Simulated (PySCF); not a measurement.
PySCF input (PW6B95/def2-TZVPD):

```python
from pyscf import gto, scf, dft

mol = gto.M(
    atom='''
    F     0.03923562    1.10057360   -0.27954166
    O    -0.01962367    0.00815420    0.59730772
    F    -0.02179237   -1.10782178   -0.25139853
    ''',
    basis='def2-tzvpd',
    charge=0,
    spin=0,
    verbose=4,
)

mf = dft.RKS(mol, xc='pw6b95').density_fit(auxbasis='def2-universal-jkfit')
mf.grids.level = 3
mf.conv_tol = 1e-9
mf.max_cycle = 100
mf.max_memory = 1500
mf.kernel()
if not mf.converged:
    mf = mf.newton()
    mf.kernel(mf.make_rdm1())
mf.analyze()
```

Output:

```
PySCF version 2.14.0

[INPUT] verbose = 4
[INPUT] num. atoms = 3
[INPUT] num. electrons = 26
[INPUT] charge = 0
[INPUT] spin (= nelec alpha-beta = 2S) = 0
[INPUT] symmetry False subgroup None
[INPUT] Mole.unit = angstrom
[INPUT] Symbol           X                Y                Z      unit          X                Y                Z       unit  Magmom
[INPUT]  1 F      0.039235620000   1.100573600000  -0.279541660000 AA    0.074144576128   2.079782683927  -0.528257177806 Bohr   0.0
[INPUT]  2 O     -0.019623670000   0.008154200000   0.597307720000 AA   -0.037083361859   0.015409204765   1.128748002888 Bohr   0.0
[INPUT]  3 F     -0.021792370000  -1.107821780000  -0.251398530000 AA   -0.041181610905  -2.093479759028  -0.475074369818 Bohr   0.0

nuclear repulsion = 73.7508476139943
number of shells = 42
number of NR pGTOs = 165
number of NR cGTOs = 120
basis = def2-tzvpd
ecp = {}

******** <class 'pyscf.df.df_jk.DFRKS'> ********
method = DFRKS
initial guess = minao
damping factor = 0
level_shift factor = 0
DIIS = <class 'pyscf.scf.diis.CDIIS'>
diis_start_cycle = 1
diis_space = 8
diis_damp = 0
SCF conv_tol = 1e-09
SCF conv_tol_grad = None
SCF max_cycles = 100
direct_scf = False
XC library pyscf.dft.libxc version 7.1.2
    S. Lehtola, C. Steigemann, M. J. T. Oliveira, and M. A. L. Marques,  SoftwareX 7, 1–5 (2018)
XC functionals = pw6b95
    Y. Zhao and D. G. Truhlar,  J. Phys. Chem. A 109, 5656 (2005)
radial grids:
    Treutler-Ahlrichs [JCP 102, 346 (1995); DOI:10.1063/1.469408] (M4) radial grids

becke partition: Becke, JCP 88, 2547 (1988); DOI:10.1063/1.454033
pruning grids: <function nwchem_prune>
grids dens level: 3
symmetrized grids: False
atomic radii adjust function: <function treutler_atomic_radii_adjust>
small_rho_cutoff = 0
Set gradient conv threshold to 3.16228e-05
Initial guess from minao.
tot grids = 42608
******** <class 'pyscf.df.df.DF'> ********
auxbasis = def2-universal-jkfit
init E= -275.251932052273
  HOMO = -0.316700524385418  LUMO = -0.130622591734821  gap/eV = 5.06344
cycle= 1 E= -275.011245776629  delta_E= 0.241  |g|= 0.608  |ddm|=  1.4
  HOMO = -0.401039609687608  LUMO = -0.140544195932833  gap/eV = 7.08844
cycle= 2 E= -274.831338965377  delta_E= 0.18  |g|= 1.25  |ddm|= 0.675
  HOMO = -0.375566441440384  LUMO = -0.101865048144328  gap/eV = 7.44779
cycle= 3 E= -275.065987600981  delta_E= -0.235  |g|= 0.106  |ddm|= 0.48
  HOMO = -0.372013908308659  LUMO = -0.0891464289899448  gap/eV = 7.69722
cycle= 4 E= -275.067603239604  delta_E= -0.00162  |g|= 0.0255  |ddm|= 0.0537
  HOMO = -0.375400628067823  LUMO = -0.0925922910196105  gap/eV = 7.69561
cycle= 5 E= -275.067686853542  delta_E= -8.36e-05  |g|= 0.00628  |ddm|= 0.00998
  HOMO = -0.374129407384508  LUMO = -0.0913079552043496  gap/eV = 7.69596
cycle= 6 E= -275.067693075604  delta_E= -6.22e-06  |g|= 0.00059  |ddm|= 0.00316
  HOMO = -0.374197721155433  LUMO = -0.0913909775548217  gap/eV = 7.69556
cycle= 7 E= -275.067693186224  delta_E= -1.11e-07  |g|= 0.000121  |ddm|= 0.000591
  HOMO = -0.374186868462481  LUMO = -0.091385442254688  gap/eV = 7.69542
cycle= 8 E= -275.067693190821  delta_E= -4.6e-09  |g|= 1.92e-05  |ddm|= 0.000135
  HOMO = -0.374184112834492  LUMO = -0.0913834221098739  gap/eV = 7.69540
cycle= 9 E= -275.067693190884  delta_E= -6.36e-11  |g|= 1.15e-05  |ddm|= 1.65e-05
  HOMO = -0.374183971314899  LUMO = -0.0913835264957916  gap/eV = 7.69539
Extra cycle  E= -275.067693190828  delta_E= 5.64e-11  |g|= 2.23e-05  |ddm|= 1.37e-05
converged SCF energy = -275.067693190828
**** SCF Summaries ****
Total Energy =                        -275.067693190827868
Nuclear Repulsion Energy =              73.750847613994296
One-electron Energy =                 -528.242858417786351
Two-electron Energy =                  179.424317612964188
Two-electron Coulomb Energy =          209.025725136904981
DFT Exchange-Correlation Energy =      -29.601407523940804
HOMO-LUMO gap [eV] =                     7.695392070600445
**** MO energy ****
MO #1   energy= -24.9645064598004  occ= 2
MO #2   energy= -24.9644902280462  occ= 2
MO #3   energy= -19.5304199297937  occ= 2
MO #4   energy= -1.38860846477102  occ= 2
MO #5   energy= -1.27956739354843  occ= 2
MO #6   energy= -0.989020863939814 occ= 2
MO #7   energy= -0.648977955225169 occ= 2
MO #8   energy= -0.606314010697521 occ= 2
MO #9   energy= -0.586647159892314 occ= 2
MO #10  energy= -0.498661326453105 occ= 2
MO #11  energy= -0.481692117369784 occ= 2
MO #12  energy= -0.478806407000514 occ= 2
MO #13  energy= -0.374183971314899 occ= 2
MO #14  energy= -0.0913835264957916 occ= 0
MO #15  energy= -0.0570815765569472 occ= 0
MO #16  energy= 0.0445655515853667 occ= 0
MO #17  energy= 0.0681398483627786 occ= 0
MO #18  energy= 0.072684163317876  occ= 0
MO #19  energy= 0.0818461472477574 occ= 0
MO #20  energy= 0.129247349999794  occ= 0
MO #21  energy= 0.132422504566935  occ= 0
MO #22  energy= 0.139429080455486  occ= 0
MO #23  energy= 0.144939604497801  occ= 0
MO #24  energy= 0.156152935036841  occ= 0
MO #25  energy= 0.198978243140816  occ= 0
MO #26  energy= 0.29037407312488   occ= 0
MO #27  energy= 0.302725374999562  occ= 0
MO #28  energy= 0.40262242417626   occ= 0
MO #29  energy= 0.416824154541134  occ= 0
MO #30  energy= 0.445203636369287  occ= 0
MO #31  energy= 0.450554801274493  occ= 0
MO #32  energy= 0.482632784405543  occ= 0
MO #33  energy= 0.519700937175447  occ= 0
MO #34  energy= 0.520500639499358  occ= 0
MO #35  energy= 0.529943928817683  occ= 0
MO #36  energy= 0.567824531150738  occ= 0
MO #37  energy= 0.57514591846906   occ= 0
MO #38  energy= 0.601808688367649  occ= 0
MO #39  energy= 0.62130318655694   occ= 0
MO #40  energy= 0.623079598847158  occ= 0
MO #41  energy= 0.639602207114701  occ= 0
MO #42  energy= 0.655711160116917  occ= 0
MO #43  energy= 0.668065652510882  occ= 0
MO #44  energy= 0.688379670578155  occ= 0
MO #45  energy= 0.89839064529112   occ= 0
MO #46  energy= 0.90870357892918   occ= 0
MO #47  energy= 0.959240337196555  occ= 0
MO #48  energy= 0.966603031647927  occ= 0
MO #49  energy= 0.988311712714553  occ= 0
MO #50  energy= 1.03175632863641   occ= 0
MO #51  energy= 1.08206276289107   occ= 0
MO #52  energy= 1.18213800219215   occ= 0
MO #53  energy= 1.32076216627183   occ= 0
MO #54  energy= 1.45304638087973   occ= 0
MO #55  energy= 1.58048005424462   occ= 0
MO #56  energy= 1.58432994462463   occ= 0
MO #57  energy= 1.59945618539354   occ= 0
MO #58  energy= 1.86073778102924   occ= 0
MO #59  energy= 1.88520407209419   occ= 0
MO #60  energy= 2.19016890215704   occ= 0
MO #61  energy= 2.20064971459663   occ= 0
MO #62  energy= 2.22285257836664   occ= 0
MO #63  energy= 2.24395094121652   occ= 0
MO #64  energy= 2.25407153652796   occ= 0
MO #65  energy= 2.29610773929717   occ= 0
MO #66  energy= 2.43087981123245   occ= 0
MO #67  energy= 2.45988651536769   occ= 0
MO #68  energy= 2.59555763992981   occ= 0
MO #69  energy= 2.63513768579363   occ= 0
MO #70  energy= 2.71743547232727   occ= 0
MO #71  energy= 2.8860784488678    occ= 0
MO #72  energy= 3.1611045661603    occ= 0
MO #73  energy= 3.19345658398281   occ= 0
MO #74  energy= 3.39249492032337   occ= 0
MO #75  energy= 3.42426692732741   occ= 0
MO #76  energy= 3.441247733729     occ= 0
MO #77  energy= 3.60418755206504   occ= 0
MO #78  energy= 3.91083808646713   occ= 0
MO #79  energy= 4.022405535543     occ= 0
MO #80  energy= 4.32762871650206   occ= 0
MO #81  energy= 4.40482261493641   occ= 0
MO #82  energy= 4.96614379568101   occ= 0
MO #83  energy= 5.03931899210375   occ= 0
MO #84  energy= 5.06984553749983   occ= 0
MO #85  energy= 5.0879371153299    occ= 0
MO #86  energy= 5.09519923817662   occ= 0
MO #87  energy= 5.64006433829635   occ= 0
MO #88  energy= 5.82744192637819   occ= 0
MO #89  energy= 6.21876970460155   occ= 0
MO #90  energy= 6.22524501302662   occ= 0
MO #91  energy= 6.24371789745561   occ= 0
MO #92  energy= 6.52124468685375   occ= 0
MO #93  energy= 6.69689747508617   occ= 0
MO #94  energy= 6.82236521544412   occ= 0
MO #95  energy= 6.83210174536371   occ= 0
MO #96  energy= 6.83266928755173   occ= 0
MO #97  energy= 6.83582075023562   occ= 0
MO #98  energy= 6.8387500425659    occ= 0
MO #99  energy= 6.89248738749216   occ= 0
MO #100 energy= 6.90506235295589   occ= 0
MO #101 energy= 6.90751462293391   occ= 0
MO #102 energy= 7.22348461538177   occ= 0
MO #103 energy= 7.24728578214702   occ= 0
MO #104 energy= 7.34604121627182   occ= 0
MO #105 energy= 7.36704097586019   occ= 0
MO #106 energy= 7.97886687171423   occ= 0
MO #107 energy= 8.02313552968573   occ= 0
MO #108 energy= 8.39498928396932   occ= 0
MO #109 energy= 8.39988137209757   occ= 0
MO #110 energy= 8.40969037206395   occ= 0
MO #111 energy= 8.41476221677637   occ= 0
MO #112 energy= 8.57686471854906   occ= 0
MO #113 energy= 8.62717811577245   occ= 0
MO #114 energy= 8.63816814615595   occ= 0
MO #115 energy= 8.77236514701288   occ= 0
MO #116 energy= 9.53197044115388   occ= 0
MO #117 energy= 9.53482240101602   occ= 0
MO #118 energy= 43.5196802666277   occ= 0
MO #119 energy= 57.2962187306562   occ= 0
MO #120 energy= 57.3989803456553   occ= 0
 ** Mulliken pop on meta-lowdin orthogonal AOs  **
 ** Mulliken pop  **
pop of  0 F 1s            1.99998
pop of  0 F 2s            1.92726
pop of  0 F 3s            0.00505
pop of  0 F 4s            0.00109
pop of  0 F 5s            0.00031
pop of  0 F 6s            0.00018
pop of  0 F 2px           1.99495
pop of  0 F 2py           1.48083
pop of  0 F 2pz           1.67199
pop of  0 F 3px           0.00198
pop of  0 F 3py           0.00297
pop of  0 F 3pz           0.00194
pop of  0 F 4px           0.00043
pop of  0 F 4py           0.00031
pop of  0 F 4pz           0.00035
pop of  0 F 5px           0.00030
pop of  0 F 5py           0.00021
pop of  0 F 5pz           0.00038
pop of  0 F 3dxy          0.00072
pop of  0 F 3dyz          0.00195
pop of  0 F 3dz^2         0.00071
pop of  0 F 3dxz          0.00047
pop of  0 F 3dx2-y2       0.00125
pop of  0 F 4dxy          0.00005
pop of  0 F 4dyz          0.00029
pop of  0 F 4dz^2         0.00017
pop of  0 F 4dxz          0.00008
pop of  0 F 4dx2-y2       0.00034
pop of  0 F 5dxy          0.00003
pop of  0 F 5dyz          0.00008
pop of  0 F 5dz^2         0.00020
pop of  0 F 5dxz          0.00008
pop of  0 F 5dx2-y2       0.00012
pop of  0 F 4f-3          0.00005
pop of  0 F 4f-2          0.00004
pop of  0 F 4f-1          0.00008
pop of  0 F 4f+0          0.00004
pop of  0 F 4f+1          0.00000
pop of  0 F 4f+2          0.00011
pop of  0 F 4f+3          0.00003
pop of  1 O 1s            1.99997
pop of  1 O 2s            1.84264
pop of  1 O 3s            0.00838
pop of  1 O 4s            0.00074
pop of  1 O 5s            0.00004
pop of  1 O 6s            0.00006
pop of  1 O 2px           1.98973
pop of  1 O 2py           0.82575
pop of  1 O 2pz           1.10853
pop of  1 O 3px           0.00322
pop of  1 O 3py           0.00752
pop of  1 O 3pz           0.00331
pop of  1 O 4px           0.00020
pop of  1 O 4py           0.00020
pop of  1 O 4pz           0.00015
pop of  1 O 5px           0.00018
pop of  1 O 5py           0.00040
pop of  1 O 5pz           0.00016
pop of  1 O 3dxy          0.00128
pop of  1 O 3dyz          0.00403
pop of  1 O 3dz^2         0.00280
pop of  1 O 3dxz          0.00167
pop of  1 O 3dx2-y2       0.00215
pop of  1 O 4dxy          0.00001
pop of  1 O 4dyz          0.00009
pop of  1 O 4dz^2         0.00008
pop of  1 O 4dxz          0.00015
pop of  1 O 4dx2-y2       0.00017
pop of  1 O 5dxy          0.00011
pop of  1 O 5dyz          0.00002
pop of  1 O 5dz^2         0.00016
pop of  1 O 5dxz          0.00025
pop of  1 O 5dx2-y2       0.00012
pop of  1 O 4f-3          0.00015
pop of  1 O 4f-2          0.00007
pop of  1 O 4f-1          0.00011
pop of  1 O 4f+0          0.00005
pop of  1 O 4f+1          0.00004
pop of  1 O 4f+2          0.00035
pop of  1 O 4f+3          0.00016
pop of  2 F 1s            1.99998
pop of  2 F 2s            1.92726
pop of  2 F 3s            0.00505
pop of  2 F 4s            0.00109
pop of  2 F 5s            0.00031
pop of  2 F 6s            0.00018
pop of  2 F 2px           1.99626
pop of  2 F 2py           1.46116
pop of  2 F 2pz           1.69036
pop of  2 F 3px           0.00198
pop of  2 F 3py           0.00298
pop of  2 F 3pz           0.00193
pop of  2 F 4px           0.00043
pop of  2 F 4py           0.00031
pop of  2 F 4pz           0.00036
pop of  2 F 5px           0.00030
pop of  2 F 5py           0.00021
pop of  2 F 5pz           0.00038
pop of  2 F 3dxy          0.00074
pop of  2 F 3dyz          0.00191
pop of  2 F 3dz^2         0.00069
pop of  2 F 3dxz          0.00044
pop of  2 F 3dx2-y2       0.00131
pop of  2 F 4dxy          0.00006
pop of  2 F 4dyz          0.00028
pop of  2 F 4dz^2         0.00017
pop of  2 F 4dxz          0.00008
pop of  2 F 4dx2-y2       0.00036
pop of  2 F 5dxy          0.00003
pop of  2 F 5dyz          0.00008
pop of  2 F 5dz^2         0.00020
pop of  2 F 5dxz          0.00008
pop of  2 F 5dx2-y2       0.00013
pop of  2 F 4f-3          0.00005
pop of  2 F 4f-2          0.00004
pop of  2 F 4f-1          0.00007
pop of  2 F 4f+0          0.00004
pop of  2 F 4f+1          0.00000
pop of  2 F 4f+2          0.00011
pop of  2 F 4f+3          0.00003
 ** Mulliken atomic charges  **
charge of    0F =     -0.09739
charge of    1O =      0.19479
charge of    2F =     -0.09740
Dipole moment(X, Y, Z, Debye): -0.01085,  0.00455,  0.33019
```
